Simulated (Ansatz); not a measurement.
CsYCdSe3 (Cmcm, No. 63)

Computed with r²SCAN+SOC (Ansatz, a first-principles code, PAW).

Settings: plane-wave cutoff 560 eV, 8×8×4 k mesh (along the axes of the cell as run), Fermi–Dirac smearing 0.01 eV, PAW data made under PBE.

Cell: measured lattice: a = 4.2386 Å, b = 15.8190 Å, c = 11.0639 Å, α = β = γ = 90.00°.

```yaml
band_gap: 2.60 eV (on the SCF k mesh)
```

Note: cell and atoms aren't relaxed at this level (largest force component 0.09 eV/Å, pressure 1.2 GPa).

The computed numbers hold no vibrational or temperature effects.

It cost around 90 core-minutes (rough) of CPU time.
